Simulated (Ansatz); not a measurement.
The input, for Ansatz 0.2.0:

```yaml
crystal:
  periodic: [false, false, false]
  atoms:
    - {symbol: Ge, position_ang: [0.000000, 0.074941, 0.680367]}
    - {symbol: Na, position_ang: [0.000000, -0.310333, -2.185886]}
    - {symbol: H, position_ang: [0.000000, 1.677482, 0.824640]}
basis:
  gaussian: {orbitals: cc-pVDZ}
magnetization: {spin_polarized: false}
correlation: {method: ccsdtq, electrons: outside_noble_gas}
```

```sh
$ ansatz run in.yaml --threads 1 --pin off --events-out ev --progress --plain --max-ram 2393MiB
```

Log:

```
964 factors; integrals over basis functions are off by at most 2.1e-7 eV
mean field evaluation 1: about -60891.1805 eV, gradient 5.1e0 eV
mean field evaluation 2: about -60891.1939 eV, gradient 5.1e0 eV
mean field evaluation 4: about -60891.3780 eV, gradient 3.6e-1 eV
mean field evaluation 8: about -60891.3804 eV, gradient 9.2e-4 eV
mean field evaluation 16: about -60886.3293 eV, gradient 1.4e1 eV
mean field evaluation 32: about -60889.9777 eV, gradient 1.4e-1 eV
mean field evaluation 64: about -60889.9801 eV, gradient 1.5e-1 eV
mean field evaluation 96: about -60889.9692 eV, gradient 7.2e-1 eV
mean field evaluation 128: about -60883.2424 eV, gradient 8.4e-1 eV
mean field evaluation 160: about -60888.1489 eV, gradient 1.7e1 eV
mean field -60891.38040291 eV, -2237.7169561468 hartree, gradient 5.1e-6 eV, S^2 0.000000; 6 other end points of the search recorded, 0 dependent functions left out; unrestricted orbitals would lower it
determinant -60891.38040291 eV, -2237.7169561468 hartree, with singles and doubles -60894.38443278 eV, -2237.8273522084 hartree
determinant -60889.97803715 eV, -2237.6654201560 hartree, with singles and doubles -60892.79803919 eV, -2237.7690533194 hartree
19 core orbitals not correlated: weight in the atoms' cores, before any rotation towards them, 1.000 or more for the frozen orbitals, at most 0.000 for the correlated occupied ones
reference -60891.38040291 eV, -2237.7169561468 hartree; 3, 3 occupied and 28, 28 virtual orbitals, 964 factors
second order -2.30595799 eV of doubles, -0.00000000 eV of singles
...
cycle  14  -3.11832842 eV  change   -9.0e-5 eV  update   1.9e-4
cycle  15  -3.11835710 eV  change   -2.9e-5 eV  update   6.0e-5
cycle  16  -3.11834744 eV  change    9.7e-6 eV  update   2.8e-5
cycle  17  -3.11833914 eV  change    8.3e-6 eV  update   1.9e-5
cycle  18  -3.11833824 eV  change    9.1e-7 eV  update   9.9e-6
cycle  19  -3.11833770 eV  change    5.4e-7 eV  update   4.2e-6
cycle  20  -3.11833817 eV  change   -4.7e-7 eV  update   2.4e-6
cycle  21  -3.11833878 eV  change   -6.1e-7 eV  update   1.4e-6
cycle  22  -3.11833911 eV  change   -3.4e-7 eV  update   9.3e-7
cycle  23  -3.11833912 eV  change   -6.5e-9 eV  update   6.8e-7
Total energy: -60894.49874203 eV, -2237.8315529958 hartree
```

The T1 diagnostic is 0.025.

Ran on 1 thread of Arm Neoverse V1, shared host: 27 s wall, 0.24 GiB peak host memory.
